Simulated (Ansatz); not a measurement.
# LA phonon frequency at L of rock-salt PbS at several levels of theory

No measured value is used here.

```
level (code)     value (cm⁻¹)  cell (Å³/atom)
---------------  ------------  --------------
LDA (Ansatz)              103           26.15
PBE (Ansatz)              103           27.12
r²SCAN (Ansatz)           ___           26.66
```

**Question.** Fill in the missing entries.

**Answer.** 
- r²SCAN (Ansatz, an electronic-structure program), value (cm⁻¹): 107

Density-functional levels without +SOC have no spin–orbit coupling. Values are at the level's own relaxed cell; LDA at the measured cell. Cutoffs and k meshes differ between the levels. Ansatz's density-functional and Hartree–Fock values are scalar-relativistic unless marked +SOC, with PAW data made under PBE.
